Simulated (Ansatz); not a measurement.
What each rung costs, and what it gives

Saddle point of BH5SO, closed shell (BH₃S ([BH2][SH]) + H₂O → BH₃O ([BH2][OH]) + H₂S; bonds formed: S2–H5; dative contacts that become bonds: B1–O6; bonds broken: B1–S2, H5–O6), PBE0-D4/def2-TZVP structure:

| atom | x (Å) | y (Å) | z (Å) |
| --- | --- | --- | --- |
| B1 | -0.2983 | -0.4827 | -0.4373 |
| S2 | 1.5024 | 0.4759 | -0.2189 |
| H3 | -0.0505 | -1.6564 | -0.3687 |
| H4 | -0.8403 | -0.0664 | -1.4198 |
| H5 | 0.4036 | 0.5747 | 0.8591 |
| O6 | -0.8579 | 0.0988 | 0.8559 |
| H7 | 1.1495 | 1.6430 | -0.7830 |
| H8 | -1.0084 | -0.5870 | 1.5128 |

Barriers are electronic and count from the start structure reached by relaxing down the imaginary mode.

Computed with Ansatz 0.2.0 (basis: as named in each row); correlated methods freeze the cores. B3LYP uses VWN-RPA correlation. Extrapolation: Hartree–Fock as exp(−7.88 √X), correlation as X^−2.97.

Times are rough, for one single point on 2 threads of a shared host (Intel Xeon Platinum 8488C).

The estimate by CCSD(T) at an estimated basis limit (MP2 extrapolated from triple and quadruple zeta, plus CCSD(T) − MP2 in triple zeta) is 16.68 kcal/mol.

| method | basis | time (s) | barrier (kcal/mol) | method less estimate |
| --- | --- | --- | --- | --- |
| HF | STO-3G | under 1 | 25.75 | 9.07 |
| PBE-D4 | STO-3G | under 1 | -1.23 | -17.91 |
| SPW92 | def2-SVP | under 1 | 6.18 | -10.50 |
| PBE-D4 | def2-SVP | under 1 | 9.26 | -7.43 |
| B3LYP-D4 | 6-31G | under 1 | 18.83 | 2.15 |
| PBE0-D4 | def2-SVP | under 1 | 12.89 | -3.80 |
| SPW92 | def2-TZVPP | 1 | 8.18 | -8.50 |
| CCSD(T) | def2-SVP | 2 | 16.02 | -0.66 |
| BLYP-D4 | def2-TZVPP | 2 | 12.53 | -4.16 |
| PBE-D4 | def2-TZVPP | 2 | 10.97 | -5.72 |
| B3LYP-D4 | def2-TZVPP | 2 | 14.91 | -1.77 |
| BHLYP-D4 | def2-TZVPP | 2 | 18.72 | 2.04 |
| PBE0-D4 | def2-TZVPP | 2 | 14.10 | -2.58 |
| wB97M-V | def2-SVP | 2 | 14.81 | -1.88 |
| CAM-B3LYP-D4 | def2-TZVPP | 3 | 15.82 | -0.86 |
| r2SCAN-D4 | def2-TZVPP | 3 | 12.90 | -3.78 |
| r2SCAN0-D4 | def2-TZVPP | 3 | 15.21 | -1.47 |
| RPA on PBE | def2-TZVPP | 3 | 15.23 | -1.45 |
| B2PLYP | def2-TZVPP | 4 | 15.64 | -1.04 |
| PBE-QIDH | def2-TZVPP | 4 | 16.03 | -0.65 |
| wB97X-V | def2-TZVPP | 6 | 16.43 | -0.25 |
| wB97M-V | def2-TZVPP | 6 | 16.34 | -0.34 |
| B97M-V | def2-TZVPP | 6 | 16.31 | -0.37 |
| MP2 | def2-QZVPP | 18 | 15.52 | -1.16 |
| CCSD(T) | def2-TZVPP | 26 | 16.64 | -0.05 |

All methods are single points on the PBE0-D4 structures; a negative value means that the method puts the saddle structure below the start.

T1 diagnostic: at most 0.013.

Labels in which every atom is bracketed show which atoms are joined, not bond orders.
